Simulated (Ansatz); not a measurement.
A calculation with Ansatz (development build ahead of 0.2.0).

```yaml
crystal:
  periodic: [false, false, false]
  atoms:
    - { symbol: C, position_ang: [0.03357, -0.00103, 0.03704] }
    - { symbol: H, position_ang: [1.11298, -0.01198, 0.04772] }
    - { symbol: H, position_ang: [-0.52262, 0.98531, -0.02801] }
    - { symbol: H, position_ang: [-0.5979, -0.93908, 0.01024] }
basis:
  gaussian: { orbitals: cc-pVTZ }
total_charge: 1
hamiltonian:
  xc: hf
correlation:
  method: mp2
  frozen_orbitals: { C: 1, H: 0 }
```

The input is written out in the form of the current development build from the run's settings.

Output:

```json
{
 "Converged": "yes",
 "Reference energy": "-39.24367 hartree",
 "Correlation energy": "-0.13276 hartree",
 "Total energy": "-39.37643 hartree",
 "Spin squared of the determinant": "0.000"
}
```
